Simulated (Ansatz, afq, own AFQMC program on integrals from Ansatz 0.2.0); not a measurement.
## CH4Ge, singlet in 6-31G along one coordinate

```yaml
atoms:
  - { symbol: Ge, position_ang: [0.0000, 0.0000, 0.2739] }
  - { symbol: C, position_ang: [0.0000, 0.0000, -1.4947] }
  - { symbol: H, position_ang: [0.0000, 1.2853, 1.0968] }
  - { symbol: H, position_ang: [0.0000, -1.2853, 1.0968] }
  - { symbol: H, position_ang: [0.0000, 0.9233, -2.0594] }
  - { symbol: H, position_ang: [0.0000, -0.9233, -2.0594] }
```

All coordinates are scaled about the centre. Energies in mEh count from this geometry (1.000) at the same level; the start stands on RHF, each point on the determinant named.

Basis 6-31G. Noble-gas cores (and the filled d shells of Ga–Kr and In–Xe) are frozen. Integrals, coupled cluster, full CI and functionals: Ansatz 0.2.0; the random walks run on the same integrals in our own AFQMC program. The CISD trial takes its coefficients from CCSD amplitudes. Released means that phaseless walkers are propagated on without the constraint, phases kept. Uncertainties: one standard error, sampling alone. No spin–orbit coupling.

Cautions, each for one point or more: (Q) is large, so the cluster series hasn't closed; cluster runs in doubt by the program's own checks; higher spins were not checked; inner d shell frozen; no relativity below Rb; no spin-orbit coupling; restricted determinant unstable towards unrestricted; strong correlation; the ph-AFQMC/CISD walk drifts between its halves.

```tsv
scale of all distances	det.	T1	weight	wB97M-V	PBE	CCSD(T)
0.864	RHF	0.011	0.91	126.1	137.1	152.4
1.112	RHF	0.016	0.83	50.3	37.2	30.2
1.289	RHF	0.023	0.74	220.3§	188.6§	172.6
1.751	RHF†¶	0.047	0.61	547.6§	–	464.0
2.034	RHF†¶	0.072	0.42	624.0§	–	519.0
```

Task: Estimate the curve of phaseless AFQMC with a CISD trial, counted from the same start.

Result: 
```csv
scale of all distances,det.,T1,weight,ph-AFQMC/CISD,released AFQMC
0.864,RHF,0.011,0.91,152.0 ± 0.6,–
1.112,RHF,0.016,0.83,30.0 ± 0.7,29.7 ± 0.7*
1.289,RHF,0.023,0.74,175.2 ± 1.3,173.8 ± 1.3*
1.751,RHF†¶,0.047,0.61,478.2 ± 1.7,–
2.034,RHF†¶,0.072,0.42,566.3 ± 1.7,–
```

Weight is that of the determinant in the CISD state; at the start T1 is 0.013 and the weight 0.87. ¶ marks points with a poor determinant and no full CI, where no value is sure; they don't count among the departures. An asterisk marks released energies that aren't shown to be converged. A dagger marks points whose determinant fills other symmetries than the start's, so the wave-function levels may follow another state there, or a degenerate partner. A dash marks a missing value, a released energy that hasn't settled or a functional that sits on another state. § marks a functional whose ⟨S²⟩ is too high by over 0.1. Largest departures from phaseless AFQMC with a CISD trial: CCSD(T) -2.5 mEh at 1.289 (on RHF) (within the noise), wB97M-V -25.9 mEh at 0.864, PBE -14.9 mEh at 0.864. The walk's constraint bias lies outside its error bars, so these are departures and not errors. Functionals count only at points shown to share the start's state and spin. In this small basis the wave-function levels are far from their limit, so their gap to the functionals isn't the functionals' error.

A walk keeps the symmetry of its determinant, which the program's search chose and which needn't be the lowest solution, so a lower state of the same spin and another symmetry isn't excluded.
